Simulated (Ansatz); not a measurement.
# BSiNH (quartet): wB97M-V, B2PLYP over vertical spin and charge gaps, def2-QZVPP

How well do these functionals follow the top wave-function level for BSiNH (quartet) over vertical spin and charge gaps?

Computed with Ansatz 0.2.0, Gaussian basis. Level: def2-QZVPP, all electrons in the functionals, frozen cores in the correlation of double hybrids and RPA.

Plan: wB97M-V, B2PLYP, at charge 0, quartet; charge 0, doublet; charge 0, sextet; charge 1, triplet; charge 1, quintet.

5 further runs of the same task are left out: 1 that didn't finish, 4 set aside as unsound or not needed. Runs told in other sessions of the task aren't counted.

**1. What is computed**

The geometry is a PBE0/def2-TZVP stationary point (not a proven minimum).

4 atoms, charge 0, spin multiplicity 4.

Atoms are counted from 1 here; the program's logs count them from 0.

Bond lengths: B1–Si2 1.824 Å, Si2–N3 1.538 Å, N3–H4 0.996 Å. Angles: B1–Si2–N3 173.5°, Si2–N3–H4 161.9°.

No dispersion term is added; wB97M-V holds VV10 nonlocal correlation.

The geometry shown and the zero of energy belong to the point charge 0, quartet. The yardstick, UCCSD(T), and other wave-function levels (R restricted, U unrestricted, valence and pair active spaces) come from earlier runs.

**2. wB97M-V, charge 0, quartet**

File in.yaml:

```yaml
crystal:
  periodic: [false, false, false]
  atoms:
    - {symbol: B, position_ang: [0.000000, -0.062553, 2.375794]}
    - {symbol: Si, position_ang: [0.000010, 0.013734, 0.552939]}
    - {symbol: N, position_ang: [0.000006, -0.096050, -0.981036]}
    - {symbol: H, position_ang: [-0.000016, 0.144869, -1.947698]}
basis:
  gaussian: {orbitals: "def2-QZVPP.json"}
magnetization: {spin_polarized: true, initial_magnetization: 3}
hamiltonian: {xc: {name: wB97M-V}}
output: {orbitals: {seedname: orbitals}}
```

Command:

```sh
$ ansatz run in.yaml --threads 1 --pin off --events-out ev --progress --plain --max-ram 2393MiB
```

Output (excerpt; [...] marks lines left out):

```text
Functional definition: wB97M-V
  name "wB97M-V"
  cite "Mardirossian & Head-Gordon, J. Chem. Phys. 144, 214110 (2016) doi:10.1063/1.4952647"
  cite "Becke, J. Chem. Phys. 107, 8554 (1997) doi:10.1063/1.475007"
  cite "Vydrov & Van Voorhis, J. Chem. Phys. 133, 244103 (2010) doi:10.1063/1.3521275"
  # Of w^i u^j: cxij and so on, Table III.
[...]
  gx(w, u) = 1 - cx + cx01*u + cx10*w
  gss(w, u) = css00 + css04*u^4 + css10*w + css20*w^2 + css43*w^4*u^3
  gos(w, u) = cos00 + cos10*w + (cos20 + cos21*u)*w^2 + (cos60 + cos61*u)*w^6
[...]
      + integral(e_c_pw_mod_opposite_spin*gos(b97_w_opposite, b97_u_opposite)) + vv10(b, c)
783 factors; their error is unknown
193 factors; integrals over basis functions are off by at most 6.5e-5 eV
[...]
mean field -10054.25875694 eV, -369.4871942960 hartree, gradient 5.9e-5 eV, S^2 3.756293; 0 other end points of the search recorded, 0 dependent functions left out
reference -10054.25880036 eV, -369.4871958919 hartree; 15, 12 occupied and 199, 202 virtual orbitals, 783 factors
Total energy: -10054.25880036 eV, -369.4871958919 hartree
```

Wall time 22 s (1 thread of Arm Neoverse V2, shared host); peak memory 0.56 GiB.

From the report: ⟨S²⟩ of the determinant 3.756 (pure quartet: 3.75).

**3. wB97M-V, charge 0, doublet**

Changes to in.yaml since step 2:

```diff
@@ -9,3 +9,3 @@
   gaussian: {orbitals: "def2-QZVPP.json"}
-magnetization: {spin_polarized: true, initial_magnetization: 3}
+magnetization: {spin_polarized: true, initial_magnetization: 1}
 hamiltonian: {xc: {name: wB97M-V}}
```

Same command.

Output (excerpt; [...] marks lines left out):

```text
Functional definition: wB97M-V
  name "wB97M-V"
  cite "Mardirossian & Head-Gordon, J. Chem. Phys. 144, 214110 (2016) doi:10.1063/1.4952647"
  cite "Becke, J. Chem. Phys. 107, 8554 (1997) doi:10.1063/1.475007"
  cite "Vydrov & Van Voorhis, J. Chem. Phys. 133, 244103 (2010) doi:10.1063/1.3521275"
  # Of w^i u^j: cxij and so on, Table III.
[...]
  gx(w, u) = 1 - cx + cx01*u + cx10*w
  gss(w, u) = css00 + css04*u^4 + css10*w + css20*w^2 + css43*w^4*u^3
  gos(w, u) = cos00 + cos10*w + (cos20 + cos21*u)*w^2 + (cos60 + cos61*u)*w^6
[...]
      + integral(e_c_pw_mod_opposite_spin*gos(b97_w_opposite, b97_u_opposite)) + vv10(b, c)
783 factors; their error is unknown
193 factors; integrals over basis functions are off by at most 6.5e-5 eV
[...]
mean field -10053.83900269 eV, -369.4717686119 hartree, gradient 6.7e-6 eV, S^2 1.161478; 9 other end points of the search recorded, 0 dependent functions left out
reference -10053.83904725 eV, -369.4717702496 hartree; 14, 13 occupied and 200, 201 virtual orbitals, 783 factors
Total energy: -10053.83904725 eV, -369.4717702496 hartree
```

It took 4.9 min on 1 thread of Arm Neoverse V2, shared host; peak memory 0.78 GiB.

From the report: ⟨S²⟩ of the determinant 1.161 (pure doublet: 0.75).

From charge 0, quartet: +0.420 eV.

**4. wB97M-V, charge 0, sextet**

Changes to in.yaml since step 3:

```diff
@@ -9,3 +9,3 @@
   gaussian: {orbitals: "def2-QZVPP.json"}
-magnetization: {spin_polarized: true, initial_magnetization: 1}
+magnetization: {spin_polarized: true, initial_magnetization: 5}
 hamiltonian: {xc: {name: wB97M-V}}
```

The command is unchanged.

Output (excerpt; [...] marks lines left out):

```text
Functional definition: wB97M-V
  name "wB97M-V"
  cite "Mardirossian & Head-Gordon, J. Chem. Phys. 144, 214110 (2016) doi:10.1063/1.4952647"
  cite "Becke, J. Chem. Phys. 107, 8554 (1997) doi:10.1063/1.475007"
  cite "Vydrov & Van Voorhis, J. Chem. Phys. 133, 244103 (2010) doi:10.1063/1.3521275"
  # Of w^i u^j: cxij and so on, Table III.
[...]
  gx(w, u) = 1 - cx + cx01*u + cx10*w
  gss(w, u) = css00 + css04*u^4 + css10*w + css20*w^2 + css43*w^4*u^3
  gos(w, u) = cos00 + cos10*w + (cos20 + cos21*u)*w^2 + (cos60 + cos61*u)*w^6
[...]
      + integral(e_c_pw_mod_opposite_spin*gos(b97_w_opposite, b97_u_opposite)) + vv10(b, c)
783 factors; their error is unknown
193 factors; integrals over basis functions are off by at most 6.5e-5 eV
[...]
mean field -10049.41731023 eV, -369.3092744113 hartree, gradient 9.4e-6 eV, S^2 8.753753; 4 other end points of the search recorded, 0 dependent functions left out
reference -10049.41734956 eV, -369.3092758567 hartree; 16, 11 occupied and 198, 203 virtual orbitals, 783 factors
Total energy: -10049.41734956 eV, -369.3092758567 hartree
```

Wall time 71 s (1 thread of Arm Neoverse V2, shared host); peak memory 0.72 GiB.

From the report: ⟨S²⟩ of the determinant 8.754 (pure sextet: 8.75).

From charge 0, quartet: +4.841 eV.

**5. wB97M-V, charge 1, triplet**

Changes to in.yaml since step 4:

```diff
@@ -9,3 +9,4 @@
   gaussian: {orbitals: "def2-QZVPP.json"}
-magnetization: {spin_polarized: true, initial_magnetization: 5}
+total_charge: 1
+magnetization: {spin_polarized: true, initial_magnetization: 2}
 hamiltonian: {xc: {name: wB97M-V}}
```

Same command.

Output (excerpt; [...] marks lines left out):

```text
Functional definition: wB97M-V
  name "wB97M-V"
  cite "Mardirossian & Head-Gordon, J. Chem. Phys. 144, 214110 (2016) doi:10.1063/1.4952647"
  cite "Becke, J. Chem. Phys. 107, 8554 (1997) doi:10.1063/1.475007"
  cite "Vydrov & Van Voorhis, J. Chem. Phys. 133, 244103 (2010) doi:10.1063/1.3521275"
  # Of w^i u^j: cxij and so on, Table III.
[...]
  gx(w, u) = 1 - cx + cx01*u + cx10*w
  gss(w, u) = css00 + css04*u^4 + css10*w + css20*w^2 + css43*w^4*u^3
  gos(w, u) = cos00 + cos10*w + (cos20 + cos21*u)*w^2 + (cos60 + cos61*u)*w^6
[...]
      + integral(e_c_pw_mod_opposite_spin*gos(b97_w_opposite, b97_u_opposite)) + vv10(b, c)
783 factors; their error is unknown
193 factors; integrals over basis functions are off by at most 6.5e-5 eV
[...]
mean field -10045.46739436 eV, -369.1641176802 hartree, gradient 6.8e-6 eV, S^2 2.013460; 4 other end points of the search recorded, 0 dependent functions left out
reference -10045.46744090 eV, -369.1641193907 hartree; 14, 12 occupied and 200, 202 virtual orbitals, 783 factors
Total energy: -10045.46744090 eV, -369.1641193907 hartree
```

It took 81 s on 1 thread of Arm Neoverse V2, shared host; peak memory 0.71 GiB.

From the report: ⟨S²⟩ of the determinant 2.013 (pure triplet: 2.00).

From charge 0, quartet: +8.791 eV.

**6. wB97M-V, charge 1, quintet**

Changes to in.yaml since step 5:

```diff
@@ -10,3 +10,3 @@
 total_charge: 1
-magnetization: {spin_polarized: true, initial_magnetization: 2}
+magnetization: {spin_polarized: true, initial_magnetization: 4}
 hamiltonian: {xc: {name: wB97M-V}}
```

The command is unchanged.

Output (excerpt; [...] marks lines left out):

```text
Functional definition: wB97M-V
  name "wB97M-V"
  cite "Mardirossian & Head-Gordon, J. Chem. Phys. 144, 214110 (2016) doi:10.1063/1.4952647"
  cite "Becke, J. Chem. Phys. 107, 8554 (1997) doi:10.1063/1.475007"
  cite "Vydrov & Van Voorhis, J. Chem. Phys. 133, 244103 (2010) doi:10.1063/1.3521275"
  # Of w^i u^j: cxij and so on, Table III.
[...]
  gx(w, u) = 1 - cx + cx01*u + cx10*w
  gss(w, u) = css00 + css04*u^4 + css10*w + css20*w^2 + css43*w^4*u^3
  gos(w, u) = cos00 + cos10*w + (cos20 + cos21*u)*w^2 + (cos60 + cos61*u)*w^6
[...]
      + integral(e_c_pw_mod_opposite_spin*gos(b97_w_opposite, b97_u_opposite)) + vv10(b, c)
783 factors; their error is unknown
193 factors; integrals over basis functions are off by at most 6.5e-5 eV
[...]
mean field -10043.83839427 eV, -369.1042530312 hartree, gradient 5.2e-6 eV, S^2 6.005700; 2 other end points of the search recorded, 0 dependent functions left out
reference -10043.83844053 eV, -369.1042547312 hartree; 15, 11 occupied and 199, 203 virtual orbitals, 783 factors
Total energy: -10043.83844053 eV, -369.1042547312 hartree
```

Wall time 64 s (1 thread of Arm Neoverse V2, shared host); peak memory 0.71 GiB.

From the report: ⟨S²⟩ of the determinant 6.006 (pure quintet: 6.00).

From charge 0, quartet: +10.420 eV.

**7. B2PLYP, charge 0, quartet**

Changes to in.yaml since step 6:

```diff
@@ -9,5 +9,4 @@
   gaussian: {orbitals: "def2-QZVPP.json"}
-total_charge: 1
-magnetization: {spin_polarized: true, initial_magnetization: 4}
-hamiltonian: {xc: {name: wB97M-V}}
-output: {orbitals: {seedname: orbitals}}
+magnetization: {spin_polarized: true, initial_magnetization: 3}
+hamiltonian: {xc: {name: B2PLYP}}
+correlation: {electrons: outside_noble_gas}
```

The command is unchanged.

Output (excerpt; [...] marks lines left out):

```text
Functional definition: B2PLYP
  name "B2PLYP"
  cite "Grimme, J. Chem. Phys. 124, 034108 (2006) doi:10.1063/1.2148954"
  cite "Becke, Phys. Rev. A 38, 3098 (1988) doi:10.1103/PhysRevA.38.3098"
  cite "Lee, Yang & Parr, Phys. Rev. B 37, 785 (1988) doi:10.1103/PhysRevB.37.785"
[...]
1292 factors; integrals over basis functions are off by at most 1.0e-3 eV
[...]
mean field -10047.29968276 eV, -369.2314530373 hartree, gradient 6.7e-6 eV, S^2 3.762804; 0 other end points of the search recorded, 0 dependent functions left out
7 core orbitals not correlated: weight in the atoms' cores, before any rotation towards them, 1.000 or more for the frozen orbitals, at most 0.000 for the correlated occupied ones
reference -10047.29981781 eV, -369.2314580002 hartree; 8, 5 occupied and 199, 202 virtual orbitals, 1292 factors
second order -12.73487515 eV of doubles, -0.00000000 eV of singles
Total energy: -10050.73823410 eV, -369.3578174682 hartree
```

Wall time 20 s (1 thread of Arm Neoverse V2, shared host); peak memory 0.66 GiB.

From the report: ⟨S²⟩ of the determinant 3.763 (pure quartet: 3.75).

**8. B2PLYP, charge 0, doublet**

Changes to in.yaml since step 7:

```diff
@@ -9,3 +9,3 @@
   gaussian: {orbitals: "def2-QZVPP.json"}
-magnetization: {spin_polarized: true, initial_magnetization: 3}
+magnetization: {spin_polarized: true, initial_magnetization: 1}
 hamiltonian: {xc: {name: B2PLYP}}
```

Launched as before.

Output (excerpt; [...] marks lines left out):

```text
Functional definition: B2PLYP
  name "B2PLYP"
  cite "Grimme, J. Chem. Phys. 124, 034108 (2006) doi:10.1063/1.2148954"
  cite "Becke, Phys. Rev. A 38, 3098 (1988) doi:10.1103/PhysRevA.38.3098"
  cite "Lee, Yang & Parr, Phys. Rev. B 37, 785 (1988) doi:10.1103/PhysRevB.37.785"
[...]
1292 factors; integrals over basis functions are off by at most 1.0e-3 eV
[...]
mean field -10046.88884652 eV, -369.2163550838 hartree, gradient 1.0e-8 eV, S^2 1.519583; 9 other end points of the search recorded, 0 dependent functions left out
7 core orbitals not correlated: weight in the atoms' cores, before any rotation towards them, 1.000 or more for the frozen orbitals, at most 0.000 for the correlated occupied ones
reference -10046.88898087 eV, -369.2163600211 hartree; 7, 6 occupied and 200, 201 virtual orbitals, 1292 factors
second order -13.15878946 eV of doubles, -0.00000000 eV of singles
Total energy: -10050.44185403 eV, -369.3469257014 hartree
```

Wall time 4.1 min (1 thread of Arm Neoverse V2, shared host); peak memory 0.7 GiB.

From the report: ⟨S²⟩ of the determinant 1.520 (pure doublet: 0.75). The determinant of B2PLYP (⟨S²⟩ 1.52) is far from a pure spin state, so its energy mixes those of several spin states; that is harmless only where they are near-degenerate.

From charge 0, quartet: +0.296 eV.

**9. B2PLYP, charge 0, sextet**

Changes to in.yaml since step 8:

```diff
@@ -9,3 +9,3 @@
   gaussian: {orbitals: "def2-QZVPP.json"}
-magnetization: {spin_polarized: true, initial_magnetization: 1}
+magnetization: {spin_polarized: true, initial_magnetization: 5}
 hamiltonian: {xc: {name: B2PLYP}}
```

The command is unchanged.

Output (excerpt; [...] marks lines left out):

```text
Functional definition: B2PLYP
  name "B2PLYP"
  cite "Grimme, J. Chem. Phys. 124, 034108 (2006) doi:10.1063/1.2148954"
  cite "Becke, Phys. Rev. A 38, 3098 (1988) doi:10.1103/PhysRevA.38.3098"
  cite "Lee, Yang & Parr, Phys. Rev. B 37, 785 (1988) doi:10.1103/PhysRevB.37.785"
[...]
1292 factors; integrals over basis functions are off by at most 1.0e-3 eV
[...]
mean field -10042.87639290 eV, -369.0689001331 hartree, gradient 2.2e-6 eV, S^2 8.756612; 6 other end points of the search recorded, 0 dependent functions left out
7 core orbitals not correlated: weight in the atoms' cores, before any rotation towards them, 1.000 or more for the frozen orbitals, at most 0.000 for the correlated occupied ones
reference -10042.87652688 eV, -369.0689050565 hartree; 9, 4 occupied and 198, 203 virtual orbitals, 1292 factors
second order -10.78102160 eV of doubles, -0.00000000 eV of singles
Total energy: -10045.78740271 eV, -369.1758777702 hartree
```

Run time: 59 s. Hardware: 1 thread of Arm Neoverse V2, shared host; peak memory 0.61 GiB.

From the report: ⟨S²⟩ of the determinant 8.757 (pure sextet: 8.75).

From charge 0, quartet: +4.951 eV.

**10. B2PLYP, charge 1, triplet**

Changes to in.yaml since step 9:

```diff
@@ -9,3 +9,4 @@
   gaussian: {orbitals: "def2-QZVPP.json"}
-magnetization: {spin_polarized: true, initial_magnetization: 5}
+total_charge: 1
+magnetization: {spin_polarized: true, initial_magnetization: 2}
 hamiltonian: {xc: {name: B2PLYP}}
```

Launched as before.

Output (excerpt; [...] marks lines left out):

```text
Functional definition: B2PLYP
  name "B2PLYP"
  cite "Grimme, J. Chem. Phys. 124, 034108 (2006) doi:10.1063/1.2148954"
  cite "Becke, Phys. Rev. A 38, 3098 (1988) doi:10.1103/PhysRevA.38.3098"
  cite "Lee, Yang & Parr, Phys. Rev. B 37, 785 (1988) doi:10.1103/PhysRevB.37.785"
[...]
1292 factors; integrals over basis functions are off by at most 1.0e-3 eV
[...]
mean field -10038.74334330 eV, -368.9170133617 hartree, gradient 3.7e-8 eV, S^2 2.052545; 4 other end points of the search recorded, 0 dependent functions left out
7 core orbitals not correlated: weight in the atoms' cores, before any rotation towards them, 1.000 or more for the frozen orbitals, at most 0.000 for the correlated occupied ones
reference -10038.74348246 eV, -368.9170184757 hartree; 7, 5 occupied and 200, 202 virtual orbitals, 1292 factors
second order -12.48317030 eV of doubles, -0.00000000 eV of singles
Total energy: -10042.11393844 eV, -369.0408804485 hartree
```

Run time: 69 s. Hardware: 1 thread of Arm Neoverse V2, shared host; peak memory 0.68 GiB.

From the report: ⟨S²⟩ of the determinant 2.053 (pure triplet: 2.00).

From charge 0, quartet: +8.624 eV.

**11. B2PLYP, charge 1, quintet**

Changes to in.yaml since step 10:

```diff
@@ -10,3 +10,3 @@
 total_charge: 1
-magnetization: {spin_polarized: true, initial_magnetization: 2}
+magnetization: {spin_polarized: true, initial_magnetization: 4}
 hamiltonian: {xc: {name: B2PLYP}}
```

Launched as before.

Output (excerpt; [...] marks lines left out):

```text
Functional definition: B2PLYP
  name "B2PLYP"
  cite "Grimme, J. Chem. Phys. 124, 034108 (2006) doi:10.1063/1.2148954"
  cite "Becke, Phys. Rev. A 38, 3098 (1988) doi:10.1103/PhysRevA.38.3098"
  cite "Lee, Yang & Parr, Phys. Rev. B 37, 785 (1988) doi:10.1103/PhysRevB.37.785"
[...]
1292 factors; integrals over basis functions are off by at most 1.0e-3 eV
[...]
mean field -10037.55529593 eV, -368.8733534262 hartree, gradient 4.4e-6 eV, S^2 6.013356; 4 other end points of the search recorded, 0 dependent functions left out
7 core orbitals not correlated: weight in the atoms' cores, before any rotation towards them, 1.000 or more for the frozen orbitals, at most 0.000 for the correlated occupied ones
reference -10037.55543387 eV, -368.8733584951 hartree; 8, 4 occupied and 199, 203 virtual orbitals, 1292 factors
second order -10.03062384 eV of doubles, -0.00000000 eV of singles
Total energy: -10040.26370230 eV, -368.9728855244 hartree
```

Wall time 42 s (1 thread of Arm Neoverse V2, shared host); peak memory 0.69 GiB.

From the report: ⟨S²⟩ of the determinant 6.013 (pure quintet: 6.00).

From charge 0, quartet: +10.475 eV.

**12. The comparison**

No level is safe as a reference over these points; UCCSD(T) serves as a yardstick only. It comes from earlier runs at the same points. Energies in eV, counted from charge 0, quartet; blanks weren't run or aren't comparable.

| level | quartet to doublet | quartet to sextet | ionisation to the triplet cation | ionisation to the quintet cation |
| --- | --- | --- | --- | --- |
| UCCSD(T) |  | 4.918 |  | 10.567 |
| wB97M-V | 0.420 | 4.841 | 8.791 | 10.420 |
| B2PLYP | 0.296 | 4.951 | 8.624 | 10.475 |

Largest miss and mean time a point (UCCSD(T) took 3.6 min a point; shared hosts):

| level | largest miss (eV) | where | time a point |
| --- | --- | --- | --- |
| wB97M-V | -0.147 | ionisation to the quintet cation | 1.8 min |
| B2PLYP | -0.092 | ionisation to the quintet cation | 87 s |

**13. Results**

| quantity | value |
| --- | --- |
| quartet to sextet, UCCSD(T) | 4.918 eV |
| ionisation to the quintet cation, UCCSD(T) | 10.567 eV |
| largest miss, wB97M-V | -0.147 eV (ionisation to the quintet cation) |
| largest miss, B2PLYP | -0.092 eV (ionisation to the quintet cation) |

**Reading.** Misses are known at 2 of 4 points at best, and only functionals with that many are ranked. Of the functionals, B2PLYP keep the smallest largest miss at the points compared (at most 0.092 eV) and wB97M-V strays most (0.147 eV, at ionisation to the quintet cation). wB97M-V, B2PLYP clearly break the spin symmetry at some points (⟨S²⟩ up to 0.77 above the pure value), so energy there is bought with a mixed spin. Functionals and the yardstick converge differently with the basis, so part of each miss in def2-QZVPP is the basis. The yardstick itself may be off where one determinant is a poor start.
